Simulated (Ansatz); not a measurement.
The input, for Ansatz 0.2.0:

```yaml
crystal:
  periodic: [false, false, false]
  atoms:
    - {symbol: Ta, position_ang: [0.000000, 0.000000, 0.149600]}
    - {symbol: Cl, position_ang: [0.000000, 0.000000, -2.161700]}
    - {symbol: H, position_ang: [0.000000, 0.000000, 2.012100]}
basis:
  gaussian: {orbitals: def2-SVP, fitting: {mean_field: def2-universal-jkfit}}
magnetization: {spin_polarized: true, initial_magnetization: 1}
hamiltonian: {xc: hf}
output: {orbitals: {seedname: orbitals}}
```

```sh
$ ansatz run in.yaml --threads 1 --pin off --events-out ev --progress --plain --max-ram 2393MiB
```

Log:

```
373 factors; integrals over basis functions are off by at most 3.3e-1 eV
mean field evaluation 1: about -14045.1577 eV, gradient 1.6e1 eV
mean field evaluation 2: about -14046.9628 eV, gradient 9.5e0 eV
mean field evaluation 4: about -14047.5493 eV, gradient 8.4e-1 eV
mean field evaluation 8: about -14047.5978 eV, gradient 4.9e-1 eV
mean field evaluation 16: about -14048.5174 eV, gradient 6.4e-1 eV
mean field evaluation 32: about -14049.0415 eV, gradient 3.5e-1 eV
mean field evaluation 64: about -14048.9049 eV, gradient 7.1e-1 eV
mean field evaluation 96: about -14046.9950 eV, gradient 1.1e1 eV
mean field evaluation 128: about -14048.6108 eV, gradient 9.2e-2 eV
mean field evaluation 160: about -14048.3121 eV, gradient 5.6e-1 eV
mean field evaluation 192: about -14047.2994 eV, gradient 7.8e-1 eV
mean field evaluation 224: about -14047.2322 eV, gradient 1.4e0 eV
mean field evaluation 256: about -14047.7513 eV, gradient 1.1e0 eV
mean field evaluation 288: about -14048.6056 eV, gradient 1.5e0 eV
mean field -14049.06187660 eV, -516.2935011690 hartree, gradient 3.4e-6 eV, S^2 1.600473; 15 other end points of the search recorded, 0 dependent functions left out
reference -14049.06187660 eV, -516.2935011690 hartree; 16, 15 occupied and 39, 40 virtual orbitals, 373 factors
Total energy: -14049.06187660 eV, -516.2935011690 hartree
```

Ran on 1 thread of Intel Xeon 6975P-C, shared host: 3.2 s wall, 0.16 GiB peak host memory.
